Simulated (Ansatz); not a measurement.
The input, for Ansatz 0.2.0:

```yaml
crystal:
  periodic: [false, false, false]
  atoms:
    - {symbol: Y, position_ang: [0.000000, 0.000000, 0.000000]}
    - {symbol: Si, position_ang: [0.000000, 0.000000, 2.663000]}
basis:
  gaussian: {orbitals: def2-SVP}
magnetization: {spin_polarized: false, initial_magnetization: 3}
correlation: {method: ccsdt_q, electrons: outside_noble_gas}
```

```sh
$ ansatz run in.yaml --threads 1 --pin off --events-out ev --progress --plain --max-ram 2393MiB
```

**Question.** Roughly how long does this take on 1 thread of AMD EPYC 9R45, shared host, and how much host memory?

**Answer.** 13 s wall and 0.27 GiB.

```
786 factors; integrals over basis functions are off by at most 1.3e-7 eV
mean field evaluation 1: about -8886.3980 eV, gradient 1.0e1 eV
mean field evaluation 2: about -8886.4456 eV, gradient 1.0e1 eV
mean field evaluation 4: about -8887.4157 eV, gradient 1.3e0 eV
mean field evaluation 8: about -8887.5552 eV, gradient 7.8e-1 eV
mean field evaluation 16: about -8887.6126 eV, gradient 2.1e-2 eV
mean field evaluation 32: about -8886.2706 eV, gradient 1.2e1 eV
mean field evaluation 64: about -8887.5173 eV, gradient 1.2e0 eV
mean field evaluation 96: about -8887.5426 eV, gradient 8.5e-1 eV
mean field evaluation 128: about -8887.6113 eV, gradient 1.5e-1 eV
mean field evaluation 160: about -8886.4027 eV, gradient 1.1e0 eV
...
mean field -8887.61259055 eV, -326.6137384625 hartree, gradient 5.1e-6 eV, S^2 3.750000; 21 other end points of the search recorded, 0 dependent functions left out
...
determinant -8887.61259055 eV, -326.6137384625 hartree, with singles and doubles -8890.88768027 eV, -326.7340957898 hartree
determinant -8886.59837896 eV, -326.5764668741 hartree, with singles and doubles -8890.05251442 eV, -326.7034040109 hartree
determinant -8886.41945354 eV, -326.5698914863 hartree, with singles and doubles -8889.90526871 eV, -326.6979928308 hartree
determinant -8886.02684977 eV, -326.5554635637 hartree, with singles and doubles -8888.94734010 eV, -326.6627896037 hartree
determinant -8885.64330105 eV, -326.5413684083 hartree, with singles and doubles -8888.57530921 eV, -326.6491177207 hartree
determinant -8885.61187714 eV, -326.5402136007 hartree, with singles and doubles -8888.51758486 eV, -326.6469963899 hartree
determinant -8885.58136046 eV, -326.5390921335 hartree, with singles and doubles -8888.48197206 eV, -326.6456876439 hartree
determinant -8885.56571836 eV, -326.5385172968 hartree, with singles and doubles -8888.89416015 eV, -326.6608352767 hartree
determinant -8885.45768499 eV, -326.5345471440 hartree, with singles and doubles -8888.79418817 eV, -326.6571613740 hartree
determinant -8885.30640258 eV, -326.5289876179 hartree, with singles and doubles -8888.19218384 eV, -326.6350381232 hartree
determinant -8885.23772477 eV, -326.5264637548 hartree, with singles and doubles -8888.59361242 eV, -326.6497903511 hartree
determinant -8885.20762289 eV, -326.5253575310 hartree, with singles and doubles -8888.13918967 eV, -326.6330906231 hartree
determinant -8884.77562035 eV, -326.5094817305 hartree, with singles and doubles -8887.61566327 eV, -326.6138513828 hartree
9 core orbitals not correlated: weight in the atoms' cores, before any rotation towards them, 0.998 or more for the frozen orbitals, at most 0.002 for the correlated occupied ones
reference -8887.61259055 eV, -326.6137384625 hartree; 5, 2 occupied and 35, 38 virtual orbitals, 786 factors
second order -2.47411830 eV of doubles, -0.02017359 eV of singles
...
cycle  19  -3.50814844 eV  change   -4.8e-5 eV  update   4.8e-5
cycle  20  -3.50812007 eV  change    2.8e-5 eV  update   2.9e-5
cycle  21  -3.50811102 eV  change    9.1e-6 eV  update   1.8e-5
cycle  22  -3.50811120 eV  change   -1.8e-7 eV  update   1.3e-5
cycle  23  -3.50811841 eV  change   -7.2e-6 eV  update   7.6e-6
cycle  24  -3.50812528 eV  change   -6.9e-6 eV  update   4.2e-6
cycle  25  -3.50813012 eV  change   -4.8e-6 eV  update   2.8e-6
cycle  26  -3.50813249 eV  change   -2.4e-6 eV  update   1.7e-6
cycle  27  -3.50813240 eV  change    8.7e-8 eV  update   1.1e-6
cycle  28  -3.50813256 eV  change   -1.6e-7 eV  update   8.1e-7
perturbative correction -0.01276296 eV, -0.0004690302 hartree
Total energy: -8891.13348608 eV, -326.7431289866 hartree
```

The T1 diagnostic is 0.112.
